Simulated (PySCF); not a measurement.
Homolysis of single bonds, series Si Cl-Br. Gas-phase values, no solvent. Strings in code marks are SMILES.

Level of theory: PySCF with PBE-D3(BJ)/def2-TZVP // B3LYP-D3(BJ)/def2-TZVP. All candidates: neutral, multiplicity 1. Excitations are Tamm–Dancoff values on a coarser integration grid. The basis has no diffuse functions, so Rydberg states are missing or too high.

```yaml
HOMO: -8.11 eV
LUMO: -1.74 eV
S1 excitation (TDA): 6.51 eV
```

Identify which member has these values.
(A) `Cl[Si](Cl)(Br)Br`
(B) `Cl[Si](Cl)(Cl)Cl`
(C) `Cl[Si](Cl)(Cl)Br`

B, `Cl[Si](Cl)(Cl)Cl`. The others give `Cl[Si](Cl)(Cl)Br`: -7.72 eV, -2.04 eV, 5.86 eV; `Cl[Si](Cl)(Br)Br`: -7.52 eV, -2.29 eV, 5.41 eV
